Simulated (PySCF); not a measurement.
## Bond length, frequency and bond energy of HF by level of theory

State: ¹Σ⁺ (singlet), closed shell. Set-up: PySCF, no relativity, basis sets H pcseg-1, F pcseg-1. De refers to H + F in their high-spin ground configurations, without counterpoise correction. A positive dipole means H(−)F(+).

```
      Level  Re (Å)  ωe (cm⁻¹)  De (eV)  μ (D)
        RHF   0.905       4455     4.08  -1.98
    RHF-MP2   0.926       4147     5.78    n/a
RHF-SCS-MP2   0.926       4137     5.69    n/a
   RHF-CCSD   0.925       4164     5.58    n/a
RHF-CCSD(T)   0.925       4149     5.60    n/a
        PBE   0.938       3933     5.88  -1.87
       BP86   0.939       3924     6.02  -1.88
     r²SCAN   0.928       4072     5.78  -1.90
       PBE0   0.925       4121     5.70  -1.91
       MN15   0.928       4147     5.85  -1.94
  CAM-B3LYP   0.929       4078     5.80  -1.92
     B2PLYP   0.927       4100     5.71  -1.95
```

Task: Which functional lies closest to RHF-CCSD(T) in De, which farthest, and by how much do they differ from it?

Result: Closest is PBE0 (+0.0 pm in Re, -0.7 % in ωe, +0.10 eV in De against RHF-CCSD(T) in the same basis), farthest BP86 (+1.4 pm in Re, -5.4 % in ωe, +0.42 eV in De). CCSD(T) converges more slowly with the basis than the functionals do and binds too weakly in this one, so the order can change at the basis-set limit.

Task: What does the step from GGA to meta-GGA do here, going from PBE to r²SCAN?

Result: r²SCAN less PBE: -1.0 pm in Re, +3.5 % in ωe, -0.10 eV in De. 

Task: What does second-order correlation do here, going from RHF to RHF-MP2?

Result: RHF-MP2 less RHF: +2.1 pm in Re, -6.9 % in ωe, +1.70 eV in De. Correlation nearly always deepens the well. The bond lengthens, as in strong covalent bonds, where excitations into antibonding orbitals dominate.

Correlated steps freeze 1 core orbital. Correlated levels converge slowly with the basis: in double zeta they bind strong bonds too weakly, by up to about 1 eV, and carry superposition errors of some tenths. Where the molecule has an RHF reference, its open-shell atoms are computed with UHF. B2PLYP dipoles, levels and charges come from its SCF part alone.
